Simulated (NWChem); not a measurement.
# propene (C3H6); SMILES C=CC

All runs: NWChem. Pople sets run with spherical d functions. Coordinates come from a PBE0/def2-SVP optimisation. Total energies compare along this basis series because the functional is fixed.

| level | basis functions | energy (Ha) | highest occupied level (eV) | orbital gap (eV) | dipole (D) |
|---|---|---|---|---|---|
| B3LYP/STO-3G | 21 | -116.4760 | -5.39 | 8.76 | 0.30 |
| B3LYP/3-21G | 39 | -117.2669 | -6.86 | 7.70 | 0.36 |
| B3LYP/6-31G* | 54 | -117.9050 | ___ | ___ | 0.37 |
| B3LYP/6-31+G* | 66 | -117.9115 | -7.06 | 7.18 | 0.44 |
| B3LYP/def2-SVP | 72 | -117.8230 | -7.02 | 7.46 | 0.41 |
| B3LYP/def2-SVPD | 108 | -117.8308 | -7.15 | 7.27 | 0.41 |
| B3LYP/def2-TZVP | 129 | -117.9573 | -7.12 | 7.27 | 0.42 |
| B3LYP/6-311++G** | 108 | -117.9453 | -7.14 | 7.00 | 0.43 |

Problem. Fill in the missing entries.

Solution. 
- B3LYP/6-31G*, highest occupied level (eV): -6.79
- B3LYP/6-31G*, orbital gap (eV): 7.55
